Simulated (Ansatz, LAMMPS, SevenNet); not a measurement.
**How well does each level of theory give the lattice parameter c of A-type hexagonal La2O3?**

Reference value: 6.13 Å (measured, temperature not stated, no zero-point or thermal correction; as tabulated in Rustad et al. (2011), arXiv:1107.4261).

| level (code) | value (Å) |
|---|---|
| ionic model lewis1985a (rigid ions, LAMMPS) | 6.319 |
| SevenNet-l3i5 (SevenNet) | 6.185 |
| LDA (Ansatz) | ___ |
| PBE (Ansatz) | 6.187 |
| rVV10 (Ansatz) | 6.192 |
| r²SCAN (Ansatz) | 6.126 |
| HSE06 (Ansatz) | ___ |

Task: Some entries are withheld; supply them.

Result: 
- LDA (Ansatz, an electronic-structure program), value (Å): 5.951
- HSE06 (Ansatz), value (Å): 6.138

Differences against the reference: ionic model lewis1985a +3.08 %, SevenNet-l3i5 +0.90 %, LDA -2.92 %, PBE +0.93 %, rVV10 +1.01 %, r²SCAN -0.07 %, HSE06 +0.13 %.

Leaving aside ionic model lewis1985a, which can be fitted to such values or carry a doubt: The reference's temperature isn't stated, so close values are not ranked against it. Off by more than 1.75 % (a bound picked here): LDA (-2.92 %).

The reference has no zero-point or thermal correction, while the calculations are for a static lattice, so the differences are not the levels' errors alone. A static lattice is as a rule a little smaller than the measured one.  Cutoffs and k meshes differ between the levels. Ansatz's density-functional and Hartree–Fock values are scalar-relativistic unless marked +SOC, with PAW data made under PBE.

Empirical potentials (ionic model lewis1985a) are fitted to chosen data, which need not cover the solid at hand: agreement can be built in, and what lay outside the fit can be far off. Machine-learned potentials (SevenNet-l3i5) are trained on DFT data, which may include these solids.

Differences are worked out from the printed values.
